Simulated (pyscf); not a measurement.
Optimised with ωB97X-D3(BJ)/def2-SVP in PySCF.

Problem. Estimate the classical barrier height and the reaction energy of O=P• (SMILES O=[P]) + H₂ (SMILES [H][H]) → HO–PH• (SMILES O[PH]) at ωB97M-D3(BJ)/def2-TZVP. The step runs on the doublet surface, breaks H–H and forms H–O, H–P; take the separated reactants as zero.

Solution. ΔE‡ = 41.1 kcal/mol, ΔE = -22.5 kcal/mol. Zero-point energy shifts the barrier by +1.8 kcal/mol. It is an addition across a multiple bond or ene-type step, with an imaginary mode of 1998i cm⁻¹. At the saddle there is also a short H–P contact that neither side keeps. One saddle was located; it need not be the lowest between these sides. The term symbol of open-shell O=P• was not checked; spin-orbit terms are left out.
